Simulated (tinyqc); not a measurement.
Worked calculation (part 1 of 3): RHF in the sto-3g basis, for H3O+, spin multiplicity 1. Computed by tinyqc, a small Python program that keeps every step (integrals from PySCF). Settings: charge = 1, multiplicity = 1, basis = sto-3g, energy threshold = 1e-10, iteration cap = 79, orthogonalisation = symmetric, start = random, DIIS depth = 3, damping = 0.5, method = RHF. Command: `OMP_NUM_THREADS=1 python tinyqc.py 20917 20918 out.jsonl` (the two numbers bound the seeds that draw the settings). One thread of a shared host (Intel(R) Xeon(R) Processor @ 2.60GHz), about 0.1 s of CPU time with the checks. Later iterations appear only in the table of the cycle.

## One-electron integrals

Geometry (angstrom):

| atom | x | y | z |
|---|---|---|---|
| O | 0.000000 | 0.000000 | 0.132000 |
| H | 0.926000 | 0.000000 | 0.000000 |
| H | -0.463000 | 0.802000 | 0.000000 |
| H | -0.463000 | -0.802000 | 0.000000 |

Basis sto-3g: exponents (1/bohr^2) and contraction coefficients of normalised primitives:

| element | l (shell) | exponent | coefficient |
|---|---|---|---|
| O | s (1) | 130.709320 | 0.154329 |
| O | s (1) | 23.808861 | 0.535328 |
| O | s (1) | 6.443608 | 0.444635 |
| O | s (2) | 5.033151 | -0.099967 |
| O | s (2) | 1.169596 | 0.399513 |
| O | s (2) | 0.380389 | 0.700115 |
| O | p (3) | 5.033151 | 0.155916 |
| O | p (3) | 1.169596 | 0.607684 |
| O | p (3) | 0.380389 | 0.391957 |
| H | s (1) | 3.425251 | 0.154329 |
| H | s (1) | 0.623914 | 0.535328 |
| H | s (1) | 0.168855 | 0.444635 |

Overlap, kinetic and nuclear-attraction integrals over the contracted functions; the nuclear repulsion is the sum of Za Zb / Rab.

nuclear repulsion = 14.56718603 hartree

overlap S:
```
           1O 1s     1O 2s     1O 2px     1O 2py     1O 2pz      2H 1s      3H 1s      4H 1s
1O 1s   1.000000  0.236704   0.000000   0.000000   0.000000   0.056844   0.056837   0.056837
1O 2s   0.236704  1.000000   0.000000   0.000000   0.000000   0.489245   0.489210   0.489210
1O 2px  0.000000  0.000000   1.000000   0.000000   0.000000   0.396921  -0.198441  -0.198441
1O 2py  0.000000  0.000000   0.000000   1.000000   0.000000   0.000000   0.343735  -0.343735
1O 2pz  0.000000  0.000000   0.000000   0.000000   1.000000  -0.056580  -0.056575  -0.056575
2H 1s   0.056844  0.489245   0.396921   0.000000  -0.056580   1.000000   0.220807   0.220807
3H 1s   0.056837  0.489210  -0.198441   0.343735  -0.056575   0.220807   1.000000   0.220778
4H 1s   0.056837  0.489210  -0.198441  -0.343735  -0.056575   0.220807   0.220778   1.000000
```

kinetic energy T (hartree):
```
            1O 1s      1O 2s     1O 2px     1O 2py     1O 2pz      2H 1s      3H 1s      4H 1s
1O 1s   29.003200  -0.168011   0.000000   0.000000   0.000000  -0.000873  -0.000877  -0.000877
1O 2s   -0.168011   0.808128   0.000000   0.000000   0.000000   0.139375   0.139349   0.139349
1O 2px   0.000000   0.000000   2.528731   0.000000   0.000000   0.298351  -0.149147  -0.149147
1O 2py   0.000000   0.000000   0.000000   2.528731   0.000000   0.000000   0.258349  -0.258349
1O 2pz   0.000000   0.000000   0.000000   0.000000   2.528731  -0.042529  -0.042521  -0.042521
2H 1s   -0.000873   0.139375   0.298351   0.000000  -0.042529   0.760032   0.002201   0.002201
3H 1s   -0.000877   0.139349  -0.149147   0.258349  -0.042521   0.002201   0.760032   0.002196
4H 1s   -0.000877   0.139349  -0.149147  -0.258349  -0.042521   0.002201   0.002196   0.760032
```

nuclear attraction V (hartree):
```
             1O 1s       1O 2s      1O 2px      1O 2py      1O 2pz      2H 1s      3H 1s      4H 1s
1O 1s   -62.315632   -7.584808   -0.000003    0.000000    0.006882  -1.874148  -1.873915  -1.873915
1O 2s    -7.584808  -10.723339   -0.000027    0.000000    0.080259  -4.229842  -4.229469  -4.229469
1O 2px   -0.000003   -0.000027  -10.711634    0.000000    0.000004  -3.067352   1.533480   1.533480
1O 2py    0.000000    0.000000    0.000000  -10.711633    0.000000   0.000000  -2.656281   2.656281
1O 2pz    0.006882    0.080259    0.000004    0.000000  -10.526163   0.461270   0.461215   0.461215
2H 1s    -1.874148   -4.229842   -3.067352    0.000000    0.461270  -6.231478  -1.547990  -1.547990
3H 1s    -1.873915   -4.229469    1.533480   -2.656281    0.461215  -1.547990  -6.231256  -1.547775
4H 1s    -1.873915   -4.229469    1.533480    2.656281    0.461215  -1.547990  -1.547775  -6.231256
```

core Hamiltonian H = T + V (hartree):
```
             1O 1s      1O 2s     1O 2px     1O 2py     1O 2pz      2H 1s      3H 1s      4H 1s
1O 1s   -33.312432  -7.752819  -0.000003   0.000000   0.006882  -1.875021  -1.874791  -1.874791
1O 2s    -7.752819  -9.915211  -0.000027   0.000000   0.080259  -4.090467  -4.090120  -4.090120
1O 2px   -0.000003  -0.000027  -8.182903   0.000000   0.000004  -2.769001   1.384333   1.384333
1O 2py    0.000000   0.000000   0.000000  -8.182902   0.000000   0.000000  -2.397932   2.397932
1O 2pz    0.006882   0.080259   0.000004   0.000000  -7.997432   0.418741   0.418694   0.418694
2H 1s    -1.875021  -4.090467  -2.769001   0.000000   0.418741  -5.471447  -1.545788  -1.545788
3H 1s    -1.874791  -4.090120   1.384333  -2.397932   0.418694  -1.545788  -5.471224  -1.545579
4H 1s    -1.874791  -4.090120   1.384333   2.397932   0.418694  -1.545788  -1.545579  -5.471224
```

## Two-electron integrals

Functions are numbered as in S; the eight-fold symmetry (ij|kl) = (ji|kl) = (kl|ij) leaves the list below.

Two-electron integrals (ij|kl) in chemists' order, unique and non-zero (hartree):
```
(11|11) 4.785065    (21|11) 0.741380    (21|21) 0.136873    (22|11) 1.118947
(22|21) 0.256633    (22|22) 0.817206    (31|31) 0.024477    (32|31) 0.037809
(32|32) 0.180518    (33|11) 1.115814    (33|21) 0.256684    (33|22) 0.817023
(33|33) 0.880159    (41|41) 0.024477    (42|41) 0.037809    (42|42) 0.180518
(43|43) 0.047444    (44|11) 1.115814    (44|21) 0.256684    (44|22) 0.817023
(44|33) 0.785270    (44|44) 0.880159    (51|51) 0.024477    (52|51) 0.037809
(52|52) 0.180518    (53|53) 0.047444    (54|54) 0.047444    (55|11) 1.115814
(55|21) 0.256684    (55|22) 0.817023    (55|33) 0.785270    (55|44) 0.785270
(55|55) 0.880159    (61|11) 0.181040    (61|21) 0.033119    (61|22) 0.061624
(61|31) 0.001503    (61|32) 0.002803    (61|33) 0.061855    (61|44) 0.061508
(61|51) -0.000214   (61|52) -0.000399   (61|53) -0.000050   (61|55) 0.061515
(61|61) 0.008117    (62|11) 0.419052    (62|21) 0.097221    (62|22) 0.340270
(62|31) 0.007179    (62|32) 0.053714    (62|33) 0.350813    (62|44) 0.334678
(62|51) -0.001023   (62|52) -0.007657   (62|53) -0.002300   (62|55) 0.335006
(62|61) 0.023939    (62|62) 0.172099    (63|11) 0.289553    (63|21) 0.068079
(63|22) 0.254530    (63|31) 0.014862    (63|32) 0.098102    (63|33) 0.277360
(63|44) 0.242854    (63|51) -0.000632   (63|52) -0.005464   (63|53) -0.003308
(63|55) 0.243096    (63|61) 0.017541    (63|62) 0.156373    (63|63) 0.165739
(64|41) 0.010428    (64|42) 0.059768    (64|43) 0.011299    (64|54) -0.001611
(64|64) 0.025200    (65|11) -0.041275   (65|21) -0.009705   (65|22) -0.036283
(65|31) -0.000632   (65|32) -0.005464   (65|33) -0.036316   (65|44) -0.034619
(65|51) 0.010519    (65|52) 0.060547    (65|53) 0.011541    (65|55) -0.037874
(65|61) -0.002500   (65|62) -0.022291   (65|63) -0.020034   (65|65) 0.028056
(66|11) 0.542502    (66|21) 0.127905    (66|22) 0.511194    (66|31) 0.012781
(66|32) 0.129589    (66|33) 0.551035    (66|44) 0.490349    (66|51) -0.001822
(66|52) -0.018473   (66|53) -0.008651   (66|55) 0.491582    (66|61) 0.031814
(66|62) 0.318294    (66|63) 0.330524    (66|65) -0.047116   (66|66) 0.774606
(71|11) 0.181018    (71|21) 0.033115    (71|22) 0.061616    (71|31) -0.000751
(71|32) -0.001401   (71|33) 0.061587    (71|41) 0.001301    (71|42) 0.002427
(71|43) -0.000150   (71|44) 0.061761    (71|51) -0.000214   (71|52) -0.000399
(71|53) 0.000025    (71|54) -0.000043   (71|55) 0.061508    (71|61) 0.007970
(71|62) 0.023071    (71|63) 0.015776    (71|64) 0.000658    (71|65) -0.002411
(71|66) 0.030214    (71|71) 0.008115    (72|11) 0.419015    (72|21) 0.097212
(72|22) 0.340242    (72|31) -0.003589   (72|32) -0.026854   (72|33) 0.338683
(72|41) 0.006216    (72|42) 0.046516    (72|43) -0.006986   (72|44) 0.346751
(72|51) -0.001023   (72|52) -0.007656   (72|53) 0.001150    (72|54) -0.001992
(72|55) 0.334978    (72|61) 0.023072    (72|62) 0.137670    (72|63) 0.095064
(72|64) 0.015171    (72|65) -0.017297   (72|66) 0.207830    (72|71) 0.023934
(72|72) 0.172073    (73|11) -0.144759   (73|21) -0.034035   (73|22) -0.127250
(73|31) 0.011536    (73|32) 0.069344    (73|33) -0.134199   (73|41) -0.001920
(73|42) -0.016598   (73|43) 0.012363    (73|44) -0.125878   (73|51) 0.000316
(73|52) 0.002732    (73|53) -0.002035   (73|54) 0.000735    (73|55) -0.121534
(73|61) -0.007318   (73|62) -0.034392   (73|63) -0.004819   (73|64) -0.002991
(73|65) 0.004193    (73|66) -0.036240   (73|71) -0.008769   (73|72) -0.078172
(73|73) 0.060323    (74|11) 0.250749    (74|21) 0.058956    (74|22) 0.220420
(74|31) -0.001920   (74|32) -0.016598   (74|33) 0.212887    (74|41) 0.013753
(74|42) 0.088512    (74|43) -0.010114   (74|44) 0.237614    (74|51) -0.000547
(74|52) -0.004732   (74|53) 0.000735    (74|54) -0.002883   (74|55) 0.210519
(74|61) 0.013993    (74|62) 0.089917    (74|63) 0.061373    (74|64) 0.028886
(74|65) -0.011087   (74|66) 0.136703    (74|71) 0.015189    (74|72) 0.135408
(74|73) -0.060846   (74|74) 0.130593    (75|11) -0.041270   (75|21) -0.009703
(75|22) -0.036279   (75|31) 0.000316    (75|32) 0.002732    (75|33) -0.035039
(75|41) -0.000547   (75|42) -0.004732   (75|43) 0.000735    (75|44) -0.035888
(75|51) 0.010517    (75|52) 0.060541    (75|53) -0.005770   (75|54) 0.009994
(75|55) -0.037870   (75|61) -0.002411   (75|62) -0.017296   (75|63) -0.011697
(75|64) -0.001912   (75|65) 0.021556    (75|66) -0.028584   (75|71) -0.002500
(75|72) -0.022287   (75|73) 0.010015    (75|74) -0.017347   (75|75) 0.028051
(76|11) 0.148114    (76|21) 0.034601    (76|22) 0.129314    (76|31) 0.001049
(76|32) 0.008987    (76|33) 0.130087    (76|41) 0.001818    (76|42) 0.015566
(76|43) 0.000447    (76|44) 0.130603    (76|51) -0.000598   (76|52) -0.005124
(76|53) -0.000581   (76|54) -0.001006   (76|55) 0.127119    (76|61) 0.008400
(76|62) 0.062576    (76|63) 0.052830    (76|64) 0.006412    (76|65) -0.009114
(76|66) 0.114984    (76|71) 0.008399    (76|72) 0.062572    (76|73) -0.020860
(76|74) 0.048957    (76|75) -0.009113   (76|76) 0.027060    (77|11) 0.542477
(77|21) 0.127899    (77|22) 0.511175    (77|31) -0.006390   (77|32) -0.064788
(77|33) 0.505500    (77|41) 0.011068    (77|42) 0.112225    (77|43) -0.026276
(77|44) 0.535846    (77|51) -0.001822   (77|52) -0.018471   (77|53) 0.004325
(77|54) -0.007491   (77|55) 0.491564    (77|61) 0.030217    (77|62) 0.207840
(77|63) 0.136512    (77|64) 0.036965    (77|65) -0.028585   (77|66) 0.325340
(77|71) 0.031809    (77|72) 0.318266    (77|73) -0.165242   (77|74) 0.286228
(77|75) -0.047110   (77|76) 0.114984    (77|77) 0.774606    (81|11) 0.181018
(81|21) 0.033115    (81|22) 0.061616    (81|31) -0.000751   (81|32) -0.001401
(81|33) 0.061587    (81|41) -0.001301   (81|42) -0.002427   (81|43) 0.000150
(81|44) 0.061761    (81|51) -0.000214   (81|52) -0.000399   (81|53) 0.000025
(81|54) 0.000043    (81|55) 0.061508    (81|61) 0.007970    (81|62) 0.023071
(81|63) 0.015776    (81|64) -0.000658   (81|65) -0.002411   (81|66) 0.030214
(81|71) 0.007969    (81|72) 0.023069    (81|73) -0.008457   (81|74) 0.013333
(81|75) -0.002411   (81|76) 0.008152    (81|77) 0.030213    (81|81) 0.008115
(82|11) 0.419015    (82|21) 0.097212    (82|22) 0.340242    (82|31) -0.003589
(82|32) -0.026854   (82|33) 0.338683    (82|41) -0.006216   (82|42) -0.046516
(82|43) 0.006986    (82|44) 0.346751    (82|51) -0.001023   (82|52) -0.007656
(82|53) 0.001150    (82|54) 0.001992    (82|55) 0.334978    (82|61) 0.023072
(82|62) 0.137670    (82|63) 0.095064    (82|64) -0.015171   (82|65) -0.017297
(82|66) 0.207830    (82|71) 0.023069    (82|72) 0.137657    (82|73) -0.060662
(82|74) 0.074739    (82|75) -0.017295   (82|76) 0.051362    (82|77) 0.207820
(82|81) 0.023934    (82|82) 0.172073    (83|11) -0.144759   (83|21) -0.034035
(83|22) -0.127250   (83|31) 0.011536    (83|32) 0.069344    (83|33) -0.134199
(83|41) 0.001920    (83|42) 0.016598    (83|43) -0.012363   (83|44) -0.125878
(83|51) 0.000316    (83|52) 0.002732    (83|53) -0.002035   (83|54) -0.000735
(83|55) -0.121534   (83|61) -0.007318   (83|62) -0.034392   (83|63) -0.004819
(83|64) 0.002991    (83|65) 0.004193    (83|66) -0.036240   (83|71) -0.008457
(83|72) -0.060662   (83|73) 0.045732    (83|74) -0.032178   (83|75) 0.007503
(83|76) -0.016742   (83|77) -0.100253   (83|81) -0.008769   (83|82) -0.078172
(83|83) 0.060323    (84|11) -0.250749   (84|21) -0.058956   (84|22) -0.220420
(84|31) 0.001920    (84|32) 0.016598    (84|33) -0.212887   (84|41) 0.013753
(84|42) 0.088512    (84|43) -0.010114   (84|44) -0.237614   (84|51) 0.000547
(84|52) 0.004732    (84|53) -0.000735   (84|54) -0.002883   (84|55) -0.210519
(84|61) -0.013993   (84|62) -0.089917   (84|63) -0.061373   (84|64) 0.028886
(84|65) 0.011087    (84|66) -0.136703   (84|71) -0.013333   (84|72) -0.074739
(84|73) 0.032178    (84|74) -0.021675   (84|75) 0.009174    (84|76) -0.029001
(84|77) -0.099736   (84|81) -0.015189   (84|82) -0.135408   (84|83) 0.060846
(84|84) 0.130593    (85|11) -0.041270   (85|21) -0.009703   (85|22) -0.036279
(85|31) 0.000316    (85|32) 0.002732    (85|33) -0.035039   (85|41) 0.000547
(85|42) 0.004732    (85|43) -0.000735   (85|44) -0.035888   (85|51) 0.010517
(85|52) 0.060541    (85|53) -0.005770   (85|54) -0.009994   (85|55) -0.037870
(85|61) -0.002411   (85|62) -0.017296   (85|63) -0.011697   (85|64) 0.001912
(85|65) 0.021556    (85|66) -0.028584   (85|71) -0.002411   (85|72) -0.017295
(85|73) 0.007503    (85|74) -0.009174   (85|75) 0.021553    (85|76) -0.007251
(85|77) -0.028582   (85|81) -0.002500   (85|82) -0.022287   (85|83) 0.010015
(85|84) 0.017347    (85|85) 0.028051    (86|11) 0.148114    (86|21) 0.034601
(86|22) 0.129314    (86|31) 0.001049    (86|32) 0.008987    (86|33) 0.130087
(86|41) -0.001818   (86|42) -0.015566   (86|43) -0.000447   (86|44) 0.130603
(86|51) -0.000598   (86|52) -0.005124   (86|53) -0.000581   (86|54) 0.001006
(86|55) 0.127119    (86|61) 0.008400    (86|62) 0.062576    (86|63) 0.052830
(86|64) -0.006412   (86|65) -0.009114   (86|66) 0.114984    (86|71) 0.008152
(86|72) 0.051362    (86|73) -0.016742   (86|74) 0.029001    (86|75) -0.007251
(86|76) 0.022520    (86|77) 0.078409    (86|81) 0.008399    (86|82) 0.062572
(86|83) -0.020860   (86|84) -0.048957   (86|85) -0.009113   (86|86) 0.027060
(87|11) 0.148094    (87|21) 0.034596    (87|22) 0.129296    (87|31) -0.002098
(87|32) -0.017971   (87|33) 0.130843    (87|44) 0.129811    (87|51) -0.000598
(87|52) -0.005123   (87|53) 0.001161    (87|55) 0.127101    (87|61) 0.008152
(87|62) 0.051359    (87|63) 0.033484    (87|65) -0.007251   (87|66) 0.078401
(87|71) 0.008398    (87|72) 0.062563    (87|73) -0.031960   (87|74) 0.042539
(87|75) -0.009112   (87|76) 0.022517    (87|77) 0.114966    (87|81) 0.008398
(87|82) 0.062563    (87|83) -0.031960   (87|84) -0.042539   (87|85) -0.009112
(87|86) 0.022517    (87|87) 0.027052    (88|11) 0.542477    (88|21) 0.127899
(88|22) 0.511175    (88|31) -0.006390   (88|32) -0.064788   (88|33) 0.505500
(88|41) -0.011068   (88|42) -0.112225   (88|43) 0.026276    (88|44) 0.535846
(88|51) -0.001822   (88|52) -0.018471   (88|53) 0.004325    (88|54) 0.007491
(88|55) 0.491564    (88|61) 0.030217    (88|62) 0.207840    (88|63) 0.136512
(88|64) -0.036965   (88|65) -0.028585   (88|66) 0.325340    (88|71) 0.030213
(88|72) 0.207820    (88|73) -0.100253   (88|74) 0.099736    (88|75) -0.028582
(88|76) 0.078409    (88|77) 0.325323    (88|81) 0.031809    (88|82) 0.318266
(88|83) -0.165242   (88|84) -0.286228   (88|85) -0.047110   (88|86) 0.114984
(88|87) 0.114966    (88|88) 0.774606
```

## Orthogonalisation

S = U s U^T; symmetric (Loewdin) form X = U s^(-1/2) U^T, so that X^T S X = 1.

eigenvalues of S: 0.315597  0.391100  0.391120  0.962481  1.018296  1.388083  1.388102  2.145220

X:
```
            1O 1s      1O 2s     1O 2px     1O 2py     1O 2pz      2H 1s      3H 1s      4H 1s
1O 1s    1.025255  -0.153400  -0.000001   0.000000   0.003466   0.020922   0.020921   0.020921
1O 2s   -0.153400   1.365043   0.000022   0.000000  -0.038893  -0.291629  -0.291589  -0.291589
1O 2px  -0.000001   0.000022   1.140816   0.000000  -0.000003  -0.298694   0.149330   0.149330
1O 2py   0.000000   0.000000   0.000000   1.140812   0.000000   0.000000  -0.258657   0.258657
1O 2pz   0.003466  -0.038893  -0.000003   0.000000   1.004409   0.033168   0.033162   0.033162
2H 1s    0.020922  -0.291629  -0.298694   0.000000   0.033168   1.230798  -0.076198  -0.076198
3H 1s    0.020921  -0.291589   0.149330  -0.258657   0.033162  -0.076198   1.230757  -0.076187
4H 1s    0.020921  -0.291589   0.149330   0.258657   0.033162  -0.076198  -0.076187   1.230757
```

## Starting guess

The start is random orthonormal orbitals; D = 2 C_occ C_occ^T.

D at the start:
```
            1O 1s      1O 2s     1O 2px     1O 2py     1O 2pz      2H 1s      3H 1s      4H 1s
1O 1s    1.067296  -0.546329   0.097888   0.004903  -0.778815   0.558041   0.393843   0.245640
1O 2s   -0.546329   3.260240  -1.037945  -0.104542  -0.243834  -1.124787  -0.791610  -1.982164
1O 2px   0.097888  -1.037945   1.797502  -0.183496  -0.081669  -1.006415   1.429247   0.058971
1O 2py   0.004903  -0.104542  -0.183496   2.100148   0.178215   0.918800  -1.148596   0.090484
1O 2pz  -0.778815  -0.243834  -0.081669   0.178215   1.346740   0.288213   0.427770   0.403689
2H 1s    0.558041  -1.124787  -1.006415   0.918800   0.288213   2.099048  -0.680516   1.204044
3H 1s    0.393843  -0.791610   1.429247  -1.148596   0.427770  -0.680516   2.877160   0.149127
4H 1s    0.245640  -1.982164   0.058971   0.090484   0.403689   1.204044   0.149127   1.459936
```
